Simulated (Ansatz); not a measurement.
`F/C=C\CF` → `F/C=C/F` + `[CH2]` (triplet) at 400 K and 1 bar (formal loss of a carbene).

Gas-phase electronic energies from Ansatz, PBE0-D4/def2-TZVP geometries. CBS: MP2 limit from def2 TZ/QZ plus the TZ coupled-cluster correction, frozen cores. This one scheme is used for every species. Double bonds are as drawn, so ΔE can hold a change between cis and trans. Triplets are unrestricted, without spin–orbit coupling. One conformer a species, not always the lowest.

```tsv
species	CCSD(T)/CBS energy (Eh)	H − E (kJ/mol)	S (J/(mol·K))
`F/C=C\CF`	-316.10621	198.5	334.2
`F/C=C/F`	-276.83639	116.5	286.3
`[CH2]` (triplet)	-39.09499	59.0	205.7
```

H − E and S are ideal-gas, rigid-rotor, harmonic terms from PBE0-D4/def2-TZVP, for one conformer and one mirror image of each species, with the whole ground term of open shells counted as degenerate. 1 Eh = 2625.50 kJ/mol, R = 8.31446 J/(mol·K).

Q: By hand: ΔE, ΔH, ΔS and ΔG.

A: ΔE = (-276.83639) + (-39.09499) − (-316.10621) = 0.17483 Eh = 459.0 kJ/mol. Δ(H − E) = 116.5 + 59.0 − 198.5 = -23.0, so ΔH = 436.0 kJ/mol. ΔS = 286.3 + 205.7 − 334.2 = 157.8 J/(mol·K). ΔG = 436.0 − 400 × (157.8)/1000 = 372.9 kJ/mol.

Q: By hand: the equilibrium constant, and the temperature at which ΔG would vanish if ΔH and ΔS stayed fixed.

A: log₁₀ K = −ΔG/(RT ln 10) = -48.7. ΔG = 0 at ΔH/ΔS = 2763 K, far beyond where these terms or the molecules hold.

The number of gas molecules changes by +1, which sets the sign of ΔS. A doubt of 5 kJ/mol in ΔE shifts log₁₀ K by 0.7 here. Other conformers and mirror images would add mixing entropy, several J/(mol·K) or more a flexible species. A triplet takes part, so the spin changes. These are equilibria of isolated gas molecules and say nothing of rates. Largest T1 diagnostic: 0.012 (customary marks: 0.02 for closed shells, 0.045 for open ones).
